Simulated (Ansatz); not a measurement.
Reaction: CH2O (formaldehyde, SMILES C=O) → CH2O+ (parent SMILES C=O, doublet) + e-
Each species at its own B3LYP-D3(BJ)/def2-TZVP minimum (Ansatz, a first-principles code).

Quantity: adiabatic ionisation energy (electronic), in eV. Radicals and triplets start from unrestricted determinants; spin-orbit coupling is neglected. CBS(X,Y): correlation extrapolated as X^-3, Hartree-Fock from the larger set (Q,5: extrapolated as (X+1)exp(-9√X)). A bracket is a step between two methods taken in the basis named. Functionals run without relativity, which enters their misses. Double hybrids freeze cores in their MP2 part. 'core' is core correlation in cc-pwCVTZ, 'X2C' scalar relativity in cc-pVTZ-DK, both at CCSD(T). The UHF reference of CH2O+ (parent SMILES C=O, doublet) is spin-contaminated (<S^2> up to 0.04 over the pure value in the sets run).

CCSD(T)/CBS(cc-pVQZ,cc-pV5Z) + [CCSDT(Q) - CCSD(T)]/cc-pVTZ + [CCSDTQ - CCSDT(Q)]/cc-pVDZ + core + X2C (Ansatz) gives 10.97 eV.

Question: How far off this value is PBE/def2-TZVPD (Ansatz), in which direction, and how far these levels: r2SCAN/def2-TZVPD, B3LYP/def2-TZVPD, PBE0/def2-TZVPD, wB97M-V/def2-TZVPD, B2PLYP/def2-TZVPD, CCSD(T)/CBS(cc-pVQZ,cc-pV5Z) + core + X2C?

Answer: PBE gives 10.72 eV, 0.25 eV below it. Differences of the others: r2SCAN/def2-TZVPD (Ansatz) -0.31; B3LYP/def2-TZVPD (Ansatz) -0.10; PBE0/def2-TZVPD (Ansatz) -0.22; wB97M-V/def2-TZVPD (Ansatz) -0.15; B2PLYP/def2-TZVPD (Ansatz) -0.10; CCSD(T)/CBS(cc-pVQZ,cc-pV5Z) + core + X2C (Ansatz) 0.02 eV.
